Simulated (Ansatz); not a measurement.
Start from `CSC(O)=S` and change one atom or group to get `OC(O)=S`.

Ansatz, PBE0-D4/def2-TZVP geometries, multiplicity 1. Each molecule was computed in one conformer, which needn't be the lowest.

```json
{"property": "HOMO–LUMO gap (PBE/def2-TZVPP) / eV", "`CSC(O)=S`": "3.30"}
{"property": "size of the dipole moment (B3LYP/def2-TZVPP) / D", "`CSC(O)=S`": "3.31"}
{"property": "LUMO energy (B3LYP/def2-TZVPP) / eV", "`CSC(O)=S`": "-1.55"}
{"property": "LUMO energy (ωB97M-V/def2-TZVPP) / eV", "`CSC(O)=S`": "0.77"}
{"property": "LUMO energy (PBE/def2-TZVPP) / eV", "`CSC(O)=S`": "-2.19"}
{"property": "size of the dipole moment (ωB97M-V/def2-TZVPP) / D", "`CSC(O)=S`": "3.35"}
```

Q: Give the same properties after the change, and the shifts. (Estimate.)

A: Computed: 
```csv
property,`OC(O)=S`,shift
HOMO–LUMO gap (PBE/def2-TZVPP) / eV,3.82,0.52
size of the dipole moment (B3LYP/def2-TZVPP) / D,3.24,-0.07
LUMO energy (B3LYP/def2-TZVPP) / eV,-1.12,0.43
LUMO energy (ωB97M-V/def2-TZVPP) / eV,1.37,0.60
LUMO energy (PBE/def2-TZVPP) / eV,-1.82,0.37
size of the dipole moment (ωB97M-V/def2-TZVPP) / D,3.30,-0.05
```

With PBE0 the HOMO falls by 0.21 eV and the LUMO rises by 0.48 eV, so the gap widens by about 0.69 eV. PBE moves the HOMO by -0.14 eV and ωB97M-V by -0.26 eV. Dipoles are sizes alone; their direction can turn.

B3LYP here is the variant with VWN-RPA as its local correlation; programs differ in this.
